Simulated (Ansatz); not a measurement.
Structure relaxation of V2Ir

The calculation used Ansatz 0.2.0, DFT PBE, scalar-relativistic, plane waves, PAW. Cutoff 420 eV, Γ-centred k mesh, Gaussian smearing, no spin polarisation in the final step.

V2Ir was placed on the cubic Laves (C15) structure type (Fd-3m, No. 227), with Ir in place of Mg, V in place of Cu, at a guessed volume.

```xyz
6
Lattice="0.0000 3.4073 3.4073 3.4073 0.0000 3.4073 3.4073 3.4073 0.0000" Properties=species:S:1:pos:R:3 pbc="T T T"
V     4.2591    4.2591    4.2591
V     4.2591    2.5554    2.5554
V     2.5554    2.5554    4.2591
V     2.5554    4.2591    2.5554
Ir    0.0000    0.0000    0.0000
Ir    1.7036    1.7036    1.7036
```

Steps on the 10×10×10 mesh (6 atoms). 3 of 4 steps are shown, and the free energy counts from the last. Trial steps that were taken back and renewals of the plane-wave basis can be among the rows.

```json
{"step": "1", "ΔF (meV/atom)": "2.1", "V (Å³/atom)": "13.19", "P (GPa)": "3.57"}
{"step": "2", "ΔF (meV/atom)": "0.2", "V (Å³/atom)": "13.42", "P (GPa)": "-0.72"}
{"step": "4", "ΔF (meV/atom)": "0.0", "V (Å³/atom)": "13.38", "P (GPa)": "-0.02"}
```

A final relaxation ran on a 10×10×10 mesh. The relaxed crystal, Fd-3m (No. 227):

```
V Ir
1.0
     0.00000    3.42402    3.42402
     3.42402    0.00000    3.42402
     3.42402    3.42402    0.00000
V Ir
4 2
Direct
  0.12500 0.12500 0.12500
  0.62500 0.12500 0.12500
  0.12500 0.12500 0.62500
  0.12500 0.62500 0.12500
  0.50000 0.50000 0.50000
  0.75000 0.75000 0.75000
```

```
Volume per atom          : 13.38 Å³
Density                  : 12.17 g/cm³
Energy over the elements : -0.30 eV/atom
Gap on the 10×10×10 mesh : 0 eV (a metal)
```

Formation energies are uncorrected and refer to the elements' standard structures at the same level.

The final run used a 10×10×10 mesh on its 6-atom cell and 0.10 eV smearing. The k mesh leaves about 4 meV/atom of noise in metals. Spin–orbit coupling is left out.

Symmetry constrained the relaxation, so the result can be a saddle point.

Cost: 2 runs of about 1.5 core-minutes in all, on Intel Xeon Platinum 8259CL (Skylake/Cascade Lake) (shared hosts).